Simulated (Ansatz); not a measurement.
Wavefunction ladder for `C/C=C(/C)F`

```xyz
12

C     1.939   -0.197    0.143
C     0.587    0.336   -0.180
C    -0.562   -0.245    0.129
C    -1.937    0.224   -0.158
F    -0.562   -1.423    0.793
H     2.501    0.508    0.764
H     1.877   -1.145    0.676
H     2.526   -0.354   -0.767
H     0.518    1.278   -0.712
H    -1.914    1.173   -0.693
H    -2.499    0.355    0.771
H    -2.474   -0.511   -0.765
```

The species carries charge 0 and has multiplicity 1. Geometry: relaxed with PBE0-D4/def2-TZVP. Frozen core, restricted reference, the Gaussian-basis code of Ansatz. CBS rows extrapolate triple and quadruple zeta; past MP2 they add the triple-zeta difference.

```tsv
basis	HF (Eh)	MP2 corr.	CCSD corr.	(T)	CCSD(T) total
def2-SVP	-254.77577	?	-0.78590	?	?
def2-TZVPP	-255.07274	-0.92006	-0.95935	-0.03729	-256.06938
def2-QZVPP	?	-0.98689	–	–	–
CBS(def2)	-255.08583	-1.03639	?	as TZ	?
```

Question: Fill in the withheld values. (An estimate is asked.)

Answer: Ansatz gave: def2-SVP MP2 corr.: -0.73520; def2-SVP (T): -0.02275; def2-SVP CCSD(T) total: -255.58442; def2-QZVPP HF (Eh): -255.08424; CBS(def2) CCSD corr.: -1.07567; CBS(def2) CCSD(T) total: -256.19879.
